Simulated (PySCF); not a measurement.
C2H3N.
Geometry (PBE0-D3(BJ)/def2-SVP, Å), atoms numbered from 1 in this order:
```xyz
6
C2H3N angstrom
C      2.1038    0.2082    0.0067
N      0.9383    0.0838   -0.0034
C     -0.4605   -0.0664   -0.0156
H     -0.7556   -0.8281   -0.7525
H     -0.8192   -0.3790    0.9762
H     -0.9437    0.8855   -0.2807
```

Computed, not measured: core-valence-separated Tamm–Dancoff BHandHLYP/aug-pcX-1 (pcseg-1 on H) in PySCF, non-relativistic, gas phase, PBE0-D3(BJ)/def2-SVP geometry. The energies are unshifted.

The lowest roots of each edge with f over 0.003 (five at most, numbered afresh; weaker and dark ones are left out), with transition dipoles (au) in the frame of the coordinates:

| root | edge | E (eV) | μx | μy | μz |
| --- | --- | --- | --- | --- | --- |
| 1 | C | 283.21 | -0.0032 | 0.0383 | -0.1002 |
| 2 | C | 283.21 | 0.0110 | -0.0996 | -0.0384 |
| 3 | C | 287.09 | 0.0252 | 0.0027 | 0.0002 |
| 4 | C | 287.45 | 0.0065 | -0.0599 | -0.0106 |
| 5 | C | 287.45 | 0.0006 | -0.0106 | 0.0602 |
| 6 | N | 398.78 | 0.0074 | -0.0682 | -0.0089 |
| 7 | N | 398.78 | 0.0004 | -0.0089 | 0.0686 |
| 8 | N | 402.40 | 0.0308 | 0.0033 | 0.0002 |
| 9 | N | 403.47 | 0.0220 | 0.0023 | 0.0002 |

Problem. What are the oscillator strengths?

Solution. f = (2/3) ΔE |μ|², with ΔE in hartree (27.2114 eV):

```json
{"root": "1", "ΔE (Eh)": "10.4078", "|μ|² (au)": "0.011514", "f": "0.080", "core hole on": "C1"}
{"root": "2", "ΔE (Eh)": "10.4078", "|μ|² (au)": "0.011513", "f": "0.080", "core hole on": "C1"}
{"root": "3", "ΔE (Eh)": "10.5505", "|μ|² (au)": "0.000640", "f": "0.004", "core hole on": "C3"}
{"root": "4", "ΔE (Eh)": "10.5636", "|μ|² (au)": "0.003738", "f": "0.026", "core hole on": "C3"}
{"root": "5", "ΔE (Eh)": "10.5636", "|μ|² (au)": "0.003738", "f": "0.026", "core hole on": "C3"}
{"root": "6", "ΔE (Eh)": "14.6549", "|μ|² (au)": "0.004786", "f": "0.047", "core hole on": "N2"}
{"root": "7", "ΔE (Eh)": "14.6549", "|μ|² (au)": "0.004785", "f": "0.047", "core hole on": "N2"}
{"root": "8", "ΔE (Eh)": "14.7880", "|μ|² (au)": "0.000961", "f": "0.009", "core hole on": "N2"}
{"root": "9", "ΔE (Eh)": "14.8273", "|μ|² (au)": "0.000489", "f": "0.005", "core hole on": "N2"}
```

Problem. Molecules are fixed in this frame and the field points along y. What effective strengths 3 f cos²θ do the roots have (θ between field and μ)?

Solution. root 1 (C1): 0.030, root 2 (C1): 0.207, root 3 (C3): 0.000, root 4 (C3): 0.076, root 5 (C3): 0.002, root 6 (N2): 0.136, root 7 (N2): 0.002, root 8 (N2): 0.000, root 9 (N2): 0.000. Root 2 is the strongest. Averaged over all orientations cos²θ is 1/3, which gives f back. For degenerate partners only the sum has meaning, as the program may mix them freely.

Cost: about 5 s of CPU time on one thread; the machine was shared, so the figure is rough.
